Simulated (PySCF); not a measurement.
Bonds (- single, = double, # triple, : aromatic): C1-C2 1.502 Å, C2-S3 1.832 Å, S3-C4 1.797 Å, C4-F5 1.349 Å, C4-C2 1.476 Å. C1 carries H6, H7, H8; C2 carries H9; C4 carries H10. Stereochemistry as in C[C@@H]1S[C@@H]1F.

Geometry: PBE0-D3(BJ)/def2-SVP; GIAO absolute shieldings from PySCF 2.14.0 with density-fitted response routines, gas phase, non-relativistic, averaged over equivalent atoms.

At BP86/pcSseg-2 (257 basis functions, 36 s wall time on 1 thread of an Arm Neoverse V1, shared host):
```json
{"atoms": "C4", "σ (ppm)": "83.3"}
{"atoms": "C2", "σ (ppm)": "138.1"}
{"atoms": "C1", "σ (ppm)": "160.5"}
{"atoms": "S3", "σ (ppm)": "591.7"}
{"atoms": "F5", "σ (ppm)": "366.0"}
{"atoms": "H10", "σ (ppm)": "25.09"}
{"atoms": "H9", "σ (ppm)": "28.35"}
{"atoms": "H6/H7/H8", "σ (ppm)": "29.73"}
```

Task: Estimate the result of repeating the calculation with LDA/pcSseg-2.

Result: 
| atoms | σ at LDA/pcSseg-2 | change |
| --- | --- | --- |
| C4 | 81.4 | -1.9 |
| C2 | 137.7 | -0.4 |
| C1 | 163.1 | +2.6 |
| S3 | 575.2 | -16.5 |
| F5 | 368.1 | +2.1 |
| H10 | 24.52 | -0.57 |
| H9 | 27.78 | -0.57 |
| H6/H7/H8 | 29.30 | -0.43 |

The largest change is at S3 (sulfide sulfur). Cost: 257 basis functions, 30 s wall time on 1 thread of an Arm Neoverse V1, shared host. The order of the carbon signals is the same at both levels.
